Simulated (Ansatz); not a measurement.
Ansatz (a first-principles code) input (wB97X-V/def2-TZVPD):

Ansatz 0.2 input:
```yaml
crystal:
  periodic: [false, false, false]
  atoms:
    - {symbol: C, position_ang: [-0.30533261, -1.70728978, 0.02202826]}
    - {symbol: C, position_ang: [0.49586612, -0.60667486, -0.00020802]}
    - {symbol: C, position_ang: [-0.03560035, 0.72219420, -0.00712747]}
    - {symbol: H, position_ang: [0.36628103, -2.59455723, 0.02243663]}
    - {symbol: H, position_ang: [1.59772456, -0.59297275, -0.01500254]}
    - {symbol: N, position_ang: [-0.41337207, 1.81973609, -0.01365582]}
basis:
  gaussian:
    orbitals: def2-TZVPD
hamiltonian:
  xc: {name: wB97X-V}
total_charge: -1
output: {forces: true}
```

Output:

```
Functional definition: wB97X-V
integrals: 0.07 GiB planned
803 factors; their error is unknown
integrals: 0.11 GiB planned
252 factors; integrals over basis functions are off by at most 1.4e-5 eV
mean field: 0.82 GiB planned
mean field evaluation 1: about -4629.0846 eV, gradient 3.3e1 eV
mean field evaluation 2: about -4628.5113 eV, gradient 4.1e1 eV
mean field evaluation 4: about -4631.7652 eV, gradient 2.9e0 eV
mean field evaluation 8: about -4631.7939 eV, gradient 8.6e-2 eV
mean field evaluation 16: about -4631.7897 eV, gradient 1.4e-4 eV
mean field -4631.78969605 eV, -170.2151317899 hartree, gradient 1.8e-5 eV, S^2 0.000000; 0 other end points of the search recorded, 0 dependent functions left out
the calculation of the forces begins
reference -4631.78969388 eV, -170.2151317103 hartree; 14, 14 occupied and 152, 152 virtual orbitals, 803 factors
Total energy: -4631.78969388 eV, -170.2151317103 hartree
Atom 0 at    -0.305333    -1.707290     0.022028 Å, force     0.051952     0.078409    -0.001516 eV/Å
Atom 1 at     0.495866    -0.606675    -0.000208 Å, force     0.150597    -0.375455     0.001949 eV/Å
Atom 2 at    -0.035600     0.722194    -0.007127 Å, force    -0.261861     0.570964    -0.002527 eV/Å
Atom 3 at     0.366281    -2.594557     0.022437 Å, force     0.010944     0.013553    -0.000288 eV/Å
Atom 4 at     1.597725    -0.592973    -0.015003 Å, force    -0.035873    -0.057856     0.001086 eV/Å
Atom 5 at    -0.413372     1.819736    -0.013656 Å, force     0.084241    -0.229615     0.001297 eV/Å
Dipole moment:     0.686037     0.205920    -0.011289 e Å
```

It need not be the lowest isomer of its formula. Whether it binds its extra electron was not tested at this geometry.
